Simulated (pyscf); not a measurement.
PySCF, gas phase, ωB97X-D3(BJ)/def2-SVP geometries.

Question: PBE/def2-TZVP puts the barrier of PH₃ (SMILES P) + GeH₂ (SMILES [GeH2]) [singlet] -> H₂P–GeH: (SMILES [PH2][GeH]) [singlet] + H₂ (SMILES [H][H]) (four-centre exchange; singlet surface; H–P, Ge–H broken, Ge–P, H–H formed) at -3.6 kJ/mol and the reaction energy at -52.1 kJ/mol, from the separated reactants. What do r²SCAN/def2-TZVP, M06-2X/def2-TZVP, ωB97M-D3(BJ)/def2-TZVP give on the same structures?

Answer: r²SCAN: ΔE‡ = 0.6 kJ/mol, ΔE = -52.7 kJ/mol; M06-2X: ΔE‡ = 37.8 kJ/mol, ΔE = -45.0 kJ/mol; ωB97M-D3(BJ): ΔE‡ = 41.8 kJ/mol, ΔE = -31.7 kJ/mol. PBE's barrier lies under all of them, by 4.2 to 45.5 kJ/mol. Its reaction energy matches one of them and lies within 20.4 kJ/mol of the others. On the reactant side the descent ends in a complex, 32.6 kJ/mol under the separated species and 61.4 kJ/mol under the saddle at ωB97X-D3(BJ)/def2-TZVP. At PBE the saddle lies under the separated reactants, which points to a path from their complex (located at ωB97X-D3(BJ) alone). At ωB97X-D3(BJ)/def2-TZVP the barrier from the zero used here is 28.8 kJ/mol. This is the saddle that the search found; another between the same sides may lie lower. Elements up to Kr have no core potential and no relativistic terms here.
